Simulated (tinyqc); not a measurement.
Extended Hueckel theory, for H3O+, step by step. The parameters take no account of the charge, which enters only through the electron count. Computed by tinyqc, a small Python program that keeps every step (integrals from PySCF). Settings: charge = 1, K = 2.0, weighted = 1, multiplicity = 1. Command: `OMP_NUM_THREADS=1 python tinyqc.py 22495 22496 out.jsonl` (the two numbers bound the seeds that draw the settings). One thread of a shared host (Intel(R) Xeon(R) Processor @ 2.60GHz), about 0.01 s of CPU time with the checks.

## Overlaps

Geometry (angstrom):
```
atom          x          y         z
O      0.000000   0.000000  0.040000
H      0.952000   0.000000  0.000000
H     -0.476000   0.824000  0.000000
H     -0.476000  -0.824000  0.000000
```

Parameters chosen for this run:
```
element  shell  Slater exponent   H_ii (eV)
O           2s         2.275000  -32.300000
O           2p         2.275000  -14.800000
H           1s         1.300000  -13.600000
```

Slater orbitals, each expanded in six Gaussians scaled to its exponent.

overlap S:
```
           1O 2s     1O 2px     1O 2py     1O 2pz      2H 1s      3H 1s      4H 1s
1O 2s   1.000000   0.000000   0.000000   0.000000   0.464184   0.464446   0.464446
1O 2px  0.000000   1.000000   0.000000   0.000000   0.394553  -0.197432  -0.197432
1O 2py  0.000000   0.000000   1.000000   0.000000   0.000000   0.341774  -0.341774
1O 2pz  0.000000   0.000000   0.000000   1.000000  -0.016578  -0.016591  -0.016591
2H 1s   0.464184   0.394553   0.000000  -0.016578   1.000000   0.183216   0.183216
3H 1s   0.464446  -0.197432   0.341774  -0.016591   0.183216   1.000000   0.183415
4H 1s   0.464446  -0.197432  -0.341774  -0.016591   0.183216   0.183415   1.000000
```

## Wolfsberg-Helmholz matrix

diagonal H_ii (eV): 1O 2s -32.300000, 1O 2px -14.800000, 1O 2py -14.800000, 1O 2pz -14.800000, 2H 1s -13.600000, 3H 1s -13.600000, 4H 1s -13.600000

K = 2.000000

H_ij = K' S_ij (H_ii + H_jj)/2 for i != j (the diagonal keeps H_ii), with K' = K + D^2 + D^4 (1 - K), D = (H_ii - H_jj)/(H_ii + H_jj), K = 2.

H (eV):
```
             1O 2s      1O 2px      1O 2py      1O 2pz       2H 1s       3H 1s       4H 1s
1O 2s   -32.300000    0.000000    0.000000    0.000000  -22.780734  -22.793636  -22.793636
1O 2px    0.000000  -14.800000    0.000000    0.000000  -11.215293    5.612075    5.612075
1O 2py    0.000000    0.000000  -14.800000    0.000000    0.000000   -9.715021    9.715021
1O 2pz    0.000000    0.000000    0.000000  -14.800000    0.471231    0.471603    0.471603
2H 1s   -22.780734  -11.215293    0.000000    0.471231  -13.600000   -4.983466   -4.983466
3H 1s   -22.793636    5.612075   -9.715021    0.471603   -4.983466  -13.600000   -4.988900
4H 1s   -22.793636    5.612075    9.715021    0.471603   -4.983466   -4.988900  -13.600000
```

## Orbitals

valence electrons = 8

Solve H C = S C e through S^(-1/2); fill by pairs from the bottom, a degenerate level sharing its electrons equally; each orbital has its largest coefficient positive (the first on a tie).

orbital energies (eV): -36.330634  -18.428417  -18.427724  -14.803820  5.696218  5.707946  30.554921

occupations: 2.000000  2.000000  2.000000  2.000000  0.000000  0.000000  0.000000

coefficients:
```
             MO1        MO2        MO3        MO4        MO5        MO6        MO7
1O 2s   0.736490   0.000073   0.000000   0.015374  -0.000723   0.000000   1.165005
1O 2px  0.000035   0.676278   0.000000  -0.000009  -0.971203   0.000000  -0.001124
1O 2py  0.000000   0.000000   0.676363   0.000000   0.000000   0.971223   0.000000
1O 2pz  0.003054   0.000007   0.000000   0.999657   0.000024   0.000000  -0.042714
2H 1s   0.167104   0.414690   0.000000  -0.005637   0.986019   0.000000  -0.658979
3H 1s   0.167215  -0.207263   0.359047  -0.005632  -0.492190  -0.853679  -0.660649
4H 1s   0.167215  -0.207263  -0.359047  -0.005632  -0.492190   0.853679  -0.660649
```

sum of one-electron energies = -175.981189 eV

## Mulliken analysis

P = C n C^T; charge = valence electrons (O 6, H 1) minus the sum of (P S)_ii on the atom; overlap population = 2 sum P_ij S_ij between two atoms.

charges: 1O 0.079106, 2H 0.306964, 3H 0.306965, 4H 0.306965

Overlap populations:
```
pair      value
2-1    0.671356
3-1    0.671624
3-2   -0.042488
4-1    0.671624
4-2   -0.042488
4-3   -0.042526
```
